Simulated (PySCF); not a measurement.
Species: C₂H₈N (charge +1).
Geometry (GFN2-xTB, Å), atoms numbered from 1 in this order:
```
atom  x, y, z in Å
C1     1.146    0.478   -0.157
N2     0.127   -0.584   -0.023
C3    -1.237   -0.049    0.168
H4     2.133    0.043   -0.298
H5     0.914    1.108   -1.014
H6     1.157    1.096    0.739
H7     0.369   -1.184    0.776
H8     0.142   -1.173   -0.866
H9    -1.956   -0.861    0.263
H10   -1.274    0.559    1.070
H11   -1.515    0.570   -0.683
```

Jobs on this species (11 atoms, 26 electrons) with PySCF (density fitting). Hardware of each: one thread of an Arm Neoverse V1, no GPU, shared host. Times come from a shared host and carry two figures at best. Peak memory is the resident size of the whole Python process, interpreter and libraries included.

```
                  level and settings                                                                                                  work  basis functions  SCF cycles  wall time  peak memory
                wB97X-D/ANO-RCC-VDZP                                                              6 singlets by full TDDFT, polarisability               82           ?          ?            ?
HF/pcSseg-0, IEF-PCM tetrahydrofuran                                                               shieldings, charges and field gradients               43           9     0.99 s     0.46 GiB
                       PBE0/pcSseg-1                            shieldings, charges and field gradients, density and orbital grids written               91           ?          ?            ?
                      PBE0/def2-SVPD  6 singlets by full TDDFT, 2 Tamm–Dancoff triplets, polarisability, density and orbital grids written              124           ?          ?            ?
                   BHandHLYP/pcseg-1                                                               shieldings, charges and field gradients               82          11      3.9 s     0.46 GiB
```

Q: Fill in the missing figures.

A: 
- wB97X-D/ANO-RCC-VDZP; 6 singlets by full TDDFT, polarisability: 5.0 s, 0.46 GiB, 12 SCF cycles
- PBE0/pcSseg-1; shieldings, charges and field gradients, density and orbital grids written: 6.8 s, 0.43 GiB, 12 SCF cycles
- PBE0/def2-SVPD; 6 singlets by full TDDFT, 2 Tamm–Dancoff triplets, polarisability, density and orbital grids written: 8.1 s, 0.54 GiB, 12 SCF cycles

Q: What do all jobs in the table cost together?

A: About 25 s; the longest takes about 33 % of that, and about 8.2 times as long as the shortest.
